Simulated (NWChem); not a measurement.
Everything below was run with NWChem. System: isobutene (C₄H₈), charge 0, spin multiplicity 1, at a geometry optimised with PBE0/def2-SVP. Level: MP2/def2-TZVP, 4 core orbitals frozen.

The NWChem input:

```
start mol
memory heap 200 mb stack 900 mb global 1100 mb
geometry units angstroms nocenter noautoz
  C     -1.270648     0.000000    -0.677076
  C      0.000000     0.000000     0.120741
  C      1.270648     0.000000    -0.677076
  C      0.000000     0.000000     1.458976
  H     -1.321719    -0.883450    -1.336370
  H     -1.321719     0.883450    -1.336370
  H     -2.161429     0.000000    -0.033413
  H      1.321719    -0.883450    -1.336370
  H      2.161429     0.000000    -0.033413
  H      1.321719     0.883450    -1.336370
  H      0.933269     0.000000     2.029460
  H     -0.933269     0.000000     2.029460
  symmetry group C2v
end
basis spherical
  * library def2-tzvp
end
scf
  rhf
  nopen 0
  maxiter 100
  thresh 1e-7
  semidirect memsize 60000000 filesize 0
end
mp2
  freeze core 4
end
task mp2 energy
```

Part of the output:

```
             Northwest Computational Chemistry Package (NWChem) 7.3.0
             --------------------------------------------------------

                                NWChem Input Module
                                -------------------

 Scaling coordinates for geometry "geometry" by  1.889725989
 (inverse scale =  0.529177249)

 Turning off AUTOSYM since
 SYMMETRY directive was detected!

                             Geometry "geometry" -> ""
                             -------------------------

 Output coordinates in angstroms (scale by  1.889725989 to convert to a.u.)

  No.       Tag          Charge          X              Y              Z
 ---- ---------------- ---------- -------------- -------------- --------------
    1 C                    6.0000    -1.27064800     0.00000000    -0.67707600
    2 C                    6.0000     0.00000000     0.00000000     0.12074100
    3 C                    6.0000     1.27064800     0.00000000    -0.67707600
    4 C                    6.0000     0.00000000     0.00000000     1.45897600
    5 H                    1.0000    -1.32171900    -0.88345000    -1.33637000
    6 H                    1.0000    -1.32171900     0.88345000    -1.33637000
    7 H                    1.0000    -2.16142900     0.00000000    -0.03341300
    8 H                    1.0000     1.32171900    -0.88345000    -1.33637000
    9 H                    1.0000     2.16142900     0.00000000    -0.03341300
   10 H                    1.0000     1.32171900     0.88345000    -1.33637000
   11 H                    1.0000     0.93326900     0.00000000     2.02946000
   12 H                    1.0000    -0.93326900     0.00000000     2.02946000

 Effective nuclear repulsion energy (a.u.)     119.5170812184

            Nuclear Dipole moment (a.u.)
            ----------------------------
        X                 Y               Z
 ---------------- ---------------- ----------------
    -0.0000000000     0.0000000000     0.0000075589

      Symmetry information
      --------------------

 Group name             C2v
 Group number             16
 Group order               4
 No. of unique centers     6

      Symmetry unique atoms

     1    2    4    5    7   11


 Summary of "ao basis" -> "" (spherical)
 ------------------------------------------------------------------------------
       Tag                 Description            Shells   Functions and Types
 ---------------- ------------------------------  ------  ---------------------
 *                         def2-tzvp                  on all atoms

 Summary of "ao basis" -> "ao basis" (spherical)
 ------------------------------------------------------------------------------
       Tag                 Description            Shells   Functions and Types
 ---------------- ------------------------------  ------  ---------------------
 C                         def2-tzvp                11       31   5s3p2d1f
 H                         def2-tzvp                 4        6   3s1p

                                 NWChem SCF Module
                                 -----------------

  ao basis        = "ao basis"
  functions       =   172
  atoms           =    12
  closed shells   =    16
  open shells     =     0
  charge          =   0.00
  wavefunction    = RHF
  use symmetry    = T
  symmetry adapt  = T

 Summary of "ao basis" -> "ao basis" (spherical)
 ------------------------------------------------------------------------------
       Tag                 Description            Shells   Functions and Types
[...]
  ----- ------------  ---------------      ----- ------------  ---------------
   106      0.888182   4 C  py               44     -0.804456   2 C  py
   127     -0.625628   5 H  s               133      0.625628   6 H  s
   145     -0.625628   8 H  s               157      0.625628  10 H  s
    38     -0.246878   2 C  py               41     -0.229705   2 C  py
   100      0.200616   4 C  py               13     -0.166185   1 C  py

 Vector   19  Occ=0.000000D+00  E= 1.811488D-01  Symmetry=b1
              MO Center= -2.9D-14, -1.0D-16, -4.9D-01, r^2= 1.1D+01
   Bfn.  Coefficient  Atom+Function         Bfn.  Coefficient  Atom+Function
  ----- ------------  ---------------      ----- ------------  ---------------
     5      8.516427   1 C  s                67     -8.516427   3 C  s
    43      4.857947   2 C  px              105     -2.546961   4 C  px
   139     -1.934410   7 H  s               151      1.934410   9 H  s
   127     -1.705640   5 H  s               133     -1.705640   6 H  s
   145      1.705640   8 H  s               157      1.705640  10 H  s

 center of mass
 --------------
 x =   0.00000000 y =   0.00000000 z =   0.04526246

 moments of inertia (a.u.)
 ------------------
         197.616990397229           0.000000000000           0.000000000000
           0.000000000000         389.802630116907           0.000000000000
           0.000000000000           0.000000000000         214.657381505573

  Mulliken analysis of the total density
  --------------------------------------

    Atom       Charge   Shell Charges
 -----------   ------   -------------------------------------------------------
    1 C    6     6.30   0.85  1.12  0.47  0.66  0.10  1.25  1.38  0.37  0.02  0.06  0.00
    2 C    6     5.99   0.85  1.12  0.49  0.60  0.10  1.21  1.35  0.10  0.03  0.13  0.01
    3 C    6     6.30   0.85  1.12  0.47  0.66  0.10  1.25  1.38  0.37  0.02  0.06  0.00
    4 C    6     6.30   0.85  1.12  0.50  0.58  0.13  1.23  1.29  0.50  0.02  0.05  0.01
    5 H    1     0.89   0.26  0.49  0.12  0.02
    6 H    1     0.89   0.26  0.49  0.12  0.02
    7 H    1     0.89   0.26  0.50  0.11  0.02
    8 H    1     0.89   0.26  0.49  0.12  0.02
    9 H    1     0.89   0.26  0.50  0.11  0.02
   10 H    1     0.89   0.26  0.49  0.12  0.02
   11 H    1     0.88   0.26  0.50  0.10  0.02
   12 H    1     0.88   0.26  0.50  0.10  0.02

       Multipole analysis of the density wrt the origin
       ------------------------------------------------

     L   x y z        total         open         nuclear
     -   - - -        -----         ----         -------
     0   0 0 0     -0.000000      0.000000     32.000000

     1   1 0 0     -0.000000      0.000000     -0.000000
     1   0 1 0     -0.000000      0.000000      0.000000
     1   0 0 1     -0.224086      0.000000      0.000008

     2   2 0 0    -19.333565      0.000000    133.728692
     2   1 1 0      0.000000      0.000000      0.000000
     2   1 0 1      0.000000      0.000000      0.000000
     2   0 2 0    -21.353627      0.000000     11.148633
     2   0 1 1      0.000000      0.000000      0.000000
     2   0 0 2    -19.733741      0.000000    120.500233

                   NWChem MP2 Semi-direct Energy/Gradient Module
                   ---------------------------------------------

  Basis functions       =    172
  Molecular orbitals    =    172
  Frozen core           =      4
  Frozen virtuals       =      0
  Active alpha occupied =     12
  Active beta occupied  =     12
  Active alpha virtual  =    156
  Active beta virtual   =    156
  Use MO symmetry       = T
  Use skeleton AO sym   = T

  AO/Fock/Back tols     =   1.0D-09  1.0D-09  1.0D-09

 GA uses MA = F    GA memory limited = T

 Available:
  local mem=  1.26D+08
 global mem=  1.44D+08
 local disk=  0.00D+00
  mp2_memr nvloc                   156
  nvloc new                   156
   1 passes of  12:        5242880                     153913                  93734083.
   1 passes of  12: M    126138939           G      144120032           F     120896059.

 Semi-direct pass number   1 of   1  for RHF alpha+beta  at       14.3s
  vrange nnbf                 14719
  mp2_eaftype                   357  avail_ma_in_mb                  1099
 EAF : mp2_eaftype filesize         357   46867042.
  mp2_eaf for mointskh                    357
Node 0 wrote    220.4 Mb in      0.5 s     Agg I/O rate:   487.2 Mb/s
 Done moints_semi at       41.4s
  mp2_eaftype                   357  avail_ma_in_mb                   742
 EAF : mp2_eaftype filesize         357   46867042.
  mp2_eaf for kh                   357
 Done maket at       43.0s
 Done multipass loop at       43.0s

          -------------------------------------------
          SCF energy                -156.168704081554
          Correlation energy          -0.663057475339
          Singlet pairs               -0.439561024424
          Triplet pairs               -0.223496450915
          Total MP2 energy          -156.831761556893
          -------------------------------------------

          ---------------------------------------------------
                    Spin Component Scaled (SCS) MP2
          Same spin pairs                     -0.148997633943
          Same spin scaling factor             0.333333333333
          Opposite spin pairs                 -0.514059841396
          Opposite spin scaling fact.          1.200000000000
          SCS-MP2 correlation energy          -0.666537687656
          Total SCS-MP2 energy              -156.835241769210
          ---------------------------------------------------

 -----------------------
 Performance information
 -----------------------

 Timer overhead =  1.49D-07 seconds/call

               Nr. of calls         CPU time (s)                 Wall time (s)                GFlops
             ---------------    -------------------     ------------------------------   -------------------
Name         Min   Avg   Max    Min     Avg     Max     Min     Avg     Max   Mx/calls   Min     Max     Sum
mp2: moin     1     1     1    27.     27.     27.      27.     27.     27.     27.      0.0     0.0     0.0
mp2: make     1     1     1    1.6     1.6     1.6      1.6     1.6     1.6     1.6      0.0     0.0     0.0
mp2: tota     1     1     1    29.     29.     29.      29.     29.     29.     29.      0.0     0.0     0.0

 The average no. of pstat calls per process was 3.00D+00
 with a timing overhead of 4.46D-07s

 Task  times  cpu:       43.0s     wall:       43.0s

 Total times  cpu:       43.0s     wall:       43.0s
```
